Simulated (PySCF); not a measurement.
PySCF input (PBE/pcseg-2):

```python
import numpy as np, basis_set_exchange as bse
from pyscf import gto, scf, dft, df, tdscf

basis = {'Cl': gto.basis.parse(bse.get_basis('pcseg-2', elements=['Cl'], fmt='nwchem')), 'H': gto.basis.parse(bse.get_basis('pcseg-2', elements=['H'], fmt='nwchem')), 'O': gto.basis.parse(bse.get_basis('pcseg-2', elements=['O'], fmt='nwchem'))}
mol = gto.M(
    atom='''
    O     0.02204159    1.10436371   -0.00118827
    H    -0.92327012    1.31460394    0.01604549
    Cl    0.04393750   -0.59703021   -0.00038467
    ''',
    basis=basis,
    charge=0,
    verbose=4,
    max_memory=2160,
)
mf = dft.RKS(mol, xc='pbe')
mf.grids.level = 3
mf = mf.density_fit(auxbasis=df.autoaux(mol))
mf.conv_tol = 1e-9
mf.max_cycle = 100
print('smallest overlap eigenvalue', np.linalg.eigvalsh(mol.intor('int1e_ovlp'))[0])
mf.kernel()
dip = mf.dip_moment()
td = tdscf.TDA(mf)
td.nstates = 4
td.kernel()
td.analyze()
osc = td.oscillator_strength()
```

Output:

```
PySCF version 2.14.0

[INPUT] verbose = 4
[INPUT] num. atoms = 3
[INPUT] num. electrons = 26
[INPUT] charge = 0
[INPUT] spin (= nelec alpha-beta = 2S) = 0
[INPUT] symmetry False subgroup None
[INPUT] Mole.unit = angstrom
[INPUT] Symbol           X                Y                Z      unit          X                Y                Z       unit  Magmom
[INPUT]  1 O      0.022041590000   1.104363710000  -0.001188270000 AA    0.041652568450   2.086944953809  -0.002245504862 Bohr   0.0
[INPUT]  2 H     -0.923270120000   1.314603940000   0.016045490000 AA   -1.744727665794   2.484241408874   0.030321581634 Bohr   0.0
[INPUT]  3 Cl     0.043937500000  -0.597030210000  -0.000384670000 AA    0.083029841598  -1.128223584992  -0.000726920948 Bohr   0.0

nuclear repulsion = 50.8657450575968
number of shells = 28
number of NR pGTOs = 128
number of NR cGTOs = 78
basis = {'Cl': [[0, [154272.0, 0.000222473], [23123.2, 0.0017259], [5262.57, 0.00899286], [1489.95, 0.0367724], [485.417, 0.121446], [174.634, 0.304148], [67.2393, 0.5], [26.578, 0.360252]], [0, [131.826, -0.053133], [40.0703, -0.233346], [7.89448, 0.5]], [0, [4.27711, 0.5], [1.96233, 0.370517]], [0, [0.520793, 1.0]], [0, [0.181633, 1.0]], [1, [1244.4, 0.000988206], [295.109, 0.00829674], [94.7224, 0.0430906], [35.2588, 0.148443], [14.4211, 0.344744], [6.10371, 0.5], [2.58886, 0.348278]], [1, [10.9447, -0.0196768], [1.04413, 0.5]], [1, [0.376184, 1.0]], [1, [0.120613, 1.0]], [2, [2.31, 1.0]], [2, [0.52, 1.0]], [3, [0.72, 1.0]]], 'H': [[0, [75.4732, 0.00427821], [11.3575, 0.0328672], [2.60081, 0.159578], [0.735503, 0.5]], [0, [0.231761, 1.0]], [0, [0.0741675, 1.0]], [1, [1.6, 1.0]], [1, [0.45, 1.0]], [2, [1.25, 1.0]]], 'O': [[0, [13588.7, 0.000665492], [2038.47, 0.00514222], [464.041, 0.0263472], [131.339, 0.1015], [42.534, 0.285877], [15.0429, 0.5], [5.46616, 0.368211]], [0, [10.0915, -0.100084], [1.10429, 0.5]], [0, [0.448082, 1.0]], [0, [0.175325, 1.0]], [1, [60.822, 0.00908253], [14.0332, 0.0645878], [4.18244, 0.241502], [1.4249, 0.5]], [1, [0.478741, 1.0]], [1, [0.146257, 1.0]], [2, [2.2, 1.0]], [2, [0.65, 1.0]], [3, [1.1, 1.0]]]}
ecp = {}
ETB for H: l = 0, exps = 0.148335 * 1.8^n , n = 0..11
ETB for H: l = 1, exps = 0.5241675 * 2^n , n = 0..3
ETB for H: l = 2, exps = 0.9 * 2.2^n , n = 0..2
ETB for H: l = 3, exps = 1.7 * 2.2^n , n = 0..1
ETB for Cl: l = 0, exps = 0.241226 * 1.8^n , n = 0..17
ETB for Cl: l = 1, exps = 0.241226 * 1.8^n , n = 0..14
ETB for Cl: l = 2, exps = 0.241226 * 1.8^n , n = 0..13
ETB for Cl: l = 3, exps = 0.640613 * 2.2^n , n = 0..7
ETB for Cl: l = 4, exps = 0.8406129999999999 * 2.2^n , n = 0..3
ETB for O: l = 0, exps = 0.292514 * 1.8^n , n = 0..14
ETB for O: l = 1, exps = 0.292514 * 1.8^n , n = 0..11
ETB for O: l = 2, exps = 0.292514 * 1.8^n , n = 0..10
ETB for O: l = 3, exps = 0.796257 * 2.2^n , n = 0..4
ETB for O: l = 4, exps = 1.2462570000000002 * 2.2^n , n = 0..2
smallest overlap eigenvalue 0.0051521660383878985

******** <class 'pyscf.df.df_jk.DFRKS'> ********
method = DFRKS
initial guess = minao
damping factor = 0
level_shift factor = 0
DIIS = <class 'pyscf.scf.diis.CDIIS'>
diis_start_cycle = 1
diis_space = 8
diis_damp = 0
SCF conv_tol = 1e-09
SCF conv_tol_grad = None
SCF max_cycles = 100
direct_scf = False
XC library pyscf.dft.libxc version 7.1.2
    S. Lehtola, C. Steigemann, M. J. T. Oliveira, and M. A. L. Marques,  SoftwareX 7, 1–5 (2018)
XC functionals = pbe
    J. P. Perdew, K. Burke, and M. Ernzerhof,  Phys. Rev. Lett. 77, 3865 (1996)
    J. P. Perdew, K. Burke, and M. Ernzerhof,  Phys. Rev. Lett. 78, 1396 (1997)
    J. P. Perdew, K. Burke, and M. Ernzerhof,  Phys. Rev. Lett. 77, 3865 (1996)
    J. P. Perdew, K. Burke, and M. Ernzerhof,  Phys. Rev. Lett. 78, 1396 (1997)
radial grids:
    Treutler-Ahlrichs [JCP 102, 346 (1995); DOI:10.1063/1.469408] (M4) radial grids

becke partition: Becke, JCP 88, 2547 (1988); DOI:10.1063/1.454033
pruning grids: <function nwchem_prune>
grids dens level: 3
symmetrized grids: False
atomic radii adjust function: <function treutler_atomic_radii_adjust>
small_rho_cutoff = 0
Set gradient conv threshold to 3.16228e-05
Initial guess from minao.
tot grids = 42776
init E= -535.871952150043
  HOMO = -0.297874887803935  LUMO = -0.149256439500803  gap/eV = 4.04411
cycle= 1 E= -535.698188102944  delta_E= 0.174  |g|= 0.57  |ddm|= 1.43
  HOMO = -0.138950194555548  LUMO = -0.0571828951186149  gap/eV = 2.22500
cycle= 2 E= -535.399642479054  delta_E= 0.299  |g|= 1.32  |ddm|= 1.12
  HOMO = -0.237455244232875  LUMO = -0.115464379303965  gap/eV = 3.31954
cycle= 3 E= -535.74938829646  delta_E= -0.35  |g|= 0.163  |ddm|= 0.901
  HOMO = -0.246867413810143  LUMO = -0.122832266350777  gap/eV = 3.37517
cycle= 4 E= -535.755732218712  delta_E= -0.00634  |g|= 0.0389  |ddm|= 0.157
  HOMO = -0.243076957321975  LUMO = -0.118562108910353  gap/eV = 3.38822
cycle= 5 E= -535.756093058227  delta_E= -0.000361  |g|= 0.00539  |ddm|= 0.0369
  HOMO = -0.243358484834772  LUMO = -0.119085647858462  gap/eV = 3.38164
cycle= 6 E= -535.756097926531  delta_E= -4.87e-06  |g|= 0.00191  |ddm|= 0.00573
  HOMO = -0.243289210954963  LUMO = -0.119029488490632  gap/eV = 3.38128
cycle= 7 E= -535.756098738567  delta_E= -8.12e-07  |g|= 0.000419  |ddm|= 0.00193
  HOMO = -0.243309481107268  LUMO = -0.119046871881395  gap/eV = 3.38136
cycle= 8 E= -535.75609877695  delta_E= -3.84e-08  |g|= 6.09e-05  |ddm|= 0.000329
  HOMO = -0.243303658618579  LUMO = -0.11904029793827  gap/eV = 3.38138
cycle= 9 E= -535.756098777605  delta_E= -6.55e-10  |g|= 2.22e-05  |ddm|= 6.85e-05
  HOMO = -0.243309462029401  LUMO = -0.119046218881515  gap/eV = 3.38138
Extra cycle  E= -535.756098777582  delta_E= 2.25e-11  |g|= 2.47e-05  |ddm|= 4.17e-05
converged SCF energy = -535.756098777582
Dipole moment(X, Y, Z, Debye): -1.59546,  0.27910,  0.02914

******** <class 'pyscf.tdscf.rks.TDA'> for <class 'pyscf.df.df_jk.DFRKS'> ********
nstates = 4 singlet
deg_eia_thresh = 1.000e-03
wfnsym = None
conv_tol = 1e-05
eigh lindep = 1e-12
eigh level_shift = 0
eigh max_cycle = 100
chkfile = tmpscu54wpw

Excitation energies (eV)
[3.87271935 4.98917586 6.60627656 7.11627903]

** Singlet excitation energies and oscillator strengths **
Excited State   1:      3.87272 eV    320.15 nm  f=0.0002
      13 -> 14       -0.70547
Excited State   2:      4.98918 eV    248.51 nm  f=0.0022
      12 -> 14        0.70310
Excited State   3:      6.60628 eV    187.68 nm  f=0.0000
      11 -> 14       -0.13494
      13 -> 15       -0.69359
Excited State   4:      7.11628 eV    174.23 nm  f=0.0080
      11 -> 14        0.69228
      13 -> 15       -0.13366

** Transition electric dipole moments (AU) **
state          X           Y           Z        Dip. S.      Osc.
  1         0.0008      0.0000      0.0426      0.0018      0.0002
  2         0.0216     -0.1326     -0.0003      0.0180      0.0022
  3         0.0000      0.0000      0.0021      0.0000      0.0000
  4         0.0039      0.0002      0.2141      0.0459      0.0080

** Transition velocity dipole moments (imaginary part, AU) **
state          X           Y           Z        Dip. S.      Osc.
  1         0.0017      0.0001      0.0907      0.0082      0.0386
  2        -0.0779      0.0119      0.0014      0.0062      0.0226
  3         0.0001      0.0000      0.0031      0.0000      0.0000
  4         0.0004      0.0000      0.0194      0.0004      0.0010

** Transition magnetic dipole moments (imaginary part, AU) **
state          X           Y           Z
  1        -0.4493     -0.0670      0.0083
  2        -0.0128     -0.0005     -0.6955
  3        -0.4850     -0.1054      0.0090
  4         0.5800     -0.0512     -0.0106
```
